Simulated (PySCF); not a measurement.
SF4, singlet: computed properties

Method: PySCF, PBE0, basis S def2-SVP, F def2-SVP (no relativity, density fitting).

The structure is a saddle point with 1 imaginary mode.

Coordinates in bohr (charge 0 multiplicity 1):
```
S     0.0000    0.0000    0.7361
F     2.9011    0.0000   -0.3098
F     0.0000    2.9011   -0.3098
F    -2.9011    0.0000   -0.3098
F     0.0000   -2.9011   -0.3098
```

```
Point group                                                                   : C4v
Bond lengths                                                                  : S–F 1.632 Å (×4)
Bond angles                                                                   : F–S–F 83.4° (×4), F–S–F 140.4° (×2)
Atomisation energy without zero-point energy                                  : 1219 kJ/mol
Rotational constants                                                          : 0.1748, 0.1748, 0.09412 cm⁻¹
Lowest empty level                                                            : -2.07 eV
Zero-point energy (real modes)                                                : 30.9 kJ/mol
Dipole moment                                                                 : 1.28 D
Principal polarisabilities                                                    : 13.2, 24.2, 24.2 bohr³
Principal quadrupole moments (Buckingham, traceless) about the centre of mass : -2.24, -2.24, 4.48 D Å
Highest occupied level                                                        : -10.42 eV
```

Harmonic modes (masses in u: S 31.972, F 18.998):
| symmetry | ω (cm⁻¹) | IR (km/mol, summed over degenerate members) | μ (u) |
| --- | --- | --- | --- |
| b1 | 151i | – | 19.00 |
| e | 502 | 24.9 | 19.97 |
| a1 | 533 | 28.2 | 21.96 |
| b2 | 539 | 0.0 | 19.00 |
| b1 | 580 | 0.0 | 19.00 |
| a1 | 818 | 85.0 | 22.37 |
| e | 844 | 655 | 24.26 |

In C4v the vibrations span 2b1 + 2e + 2a1 + b2. The b1, b2 modes carry no infrared intensity, as symmetry demands.

Charges (e):
| atom | Mulliken | Löwdin | polar tensor | Mayer order to S1 |
| --- | --- | --- | --- | --- |
| S1 | 1.29 | 1.10 | 2.29 | – |
| F2,3,4,5 | -0.32 | -0.28 | -0.57 | 0.89 |

Mulliken populations on S1: s 5.78, p 8.45, d 0.49.

Outer orbital energies (eV). occupied: -13.67, -13.40, -13.40, -12.35, -12.35, -12.20, -11.30, -10.42; empty: -2.07, 0.35, 0.35, 7.56.

This need not be the most stable arrangement of these atoms. At this level a singlet minimum of C2v symmetry lies 40 kJ/mol below this structure.

The final relaxation and frequency run took about 40 core-seconds on a shared host.
